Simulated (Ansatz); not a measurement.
Results of LDA (PAW; Ansatz, a program for electronic structure) for 2H WSe₂.

Numerical settings: plane-wave cutoff 520 eV, 12×12×4 k mesh (along the axes of the cell as run), Fermi–Dirac smearing 0.01 eV, no spin polarisation, scalar-relativistic PAW data made under PBE.

Response to compression and expansion:

Shape and atoms are relaxed at each volume.

```tsv
V (Å³/atom)	P (GPa)	direct gap at Γ (eV)	smallest gap on the k mesh (eV)	c (Å)
18.759	2.24	2.677	0.736	12.469
19.150	0.97	2.701	0.810	12.636
19.541	0.01	2.733	0.885	12.819
19.932	-0.69	2.769	0.960	13.015
20.322	-1.17	2.815	1.038	13.229
```

The fundamental gap (0.86 eV at the equilibrium volume, with added k points) lies elsewhere than Γ–Γ.

Note: the bulk modulus comes from volumes at which shape and atoms were relaxed.

Spin–orbit coupling is not included.
